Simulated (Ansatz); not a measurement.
# CH₂Si (SMILES C#[SiH]): functionals against CCSD(T) at one geometry

An exercise on one series of results from a longer session: the logs are not shown, and one member is left open.

Program: Ansatz 0.2.0, Gaussian basis. Level of theory: single points in def2-TZVPP. These are calculated values, not measurements.

Correlated methods freeze the cores.

### The starting structure

SMILES `C#[SiH]`, 4 atoms, charge 0, spin multiplicity 1.

Atoms are counted from 1 here; the program's logs count them from 0.

Bond lengths: C1–Si2 1.693 Å, C1–H3 1.137 Å, Si2–H4 1.572 Å. Angles: Si2–C1–H3 118.0°, C1–Si2–H4 176.6°.

Coordinates:

| atom | x (Å) | y (Å) | z (Å) |
| --- | --- | --- | --- |
| C1 | -1.0385 | 0.2363 | 0.1869 |
| Si2 | 0.6415 | 0.0412 | 0.1021 |
| H3 | -1.6817 | -0.3504 | -0.5452 |
| H4 | 2.2065 | -0.1113 | 0.1128 |

The first run:

run/in.yaml reads:

```yaml
crystal:
  periodic: [false, false, false]
  atoms:
    - {symbol: C, position_ang: [-1.038500, 0.236300, 0.186900]}
    - {symbol: Si, position_ang: [0.641500, 0.041200, 0.102100]}
    - {symbol: H, position_ang: [-1.681700, -0.350400, -0.545200]}
    - {symbol: H, position_ang: [2.206500, -0.111300, 0.112800]}
basis:
  gaussian: {orbitals: def2-TZVPP}
correlation: {method: ccsd_t}
output: {forces: true}
```

No record of the launch command was kept for these runs.

Steps of the session up to this table: CCSD(T)/def2-TZVPP; PBE0-D4/def2-TZVPP; wB97M-V/def2-TZVPP; r2SCAN-D4/def2-TZVPP; PBE-D4/def2-TZVPP; LC-wPBE/def2-TZVPP; r2SCAN0-D4/def2-TZVPP.

One of the session's tables, all rows but one given; the rest of the session is left out.

| method | RMS force component (eV/Å) | angle to CCSD(T) forces (°) | dipole (D) |
| --- | --- | --- | --- |
| CCSD(T) | 0.820 | reference | 2.48 |
| PBE0-D4 | 0.909 | 25.2 | 2.96 |
| wB97M-V | 1.016 | 29.2 | 3.15 |
| r2SCAN-D4 | 0.850 | 20.4 | 2.81 |
| PBE-D4 | 0.724 | 16.9 | 2.68 |
| LC-wPBE | 1.195 | 38.4 | 3.39 |
| r2SCAN0-D4 | ? | ? | ? |

Q: Estimate the row for r2SCAN0-D4 from the others.

**Answer.** RMS force component (eV/Å): 0.989; angle to CCSD(T) forces (°): 26.2; dipole (D): 3.04. In the column «RMS force component (eV/Å)» it lies between PBE0-D4 (0.909) and wB97M-V (1.016).
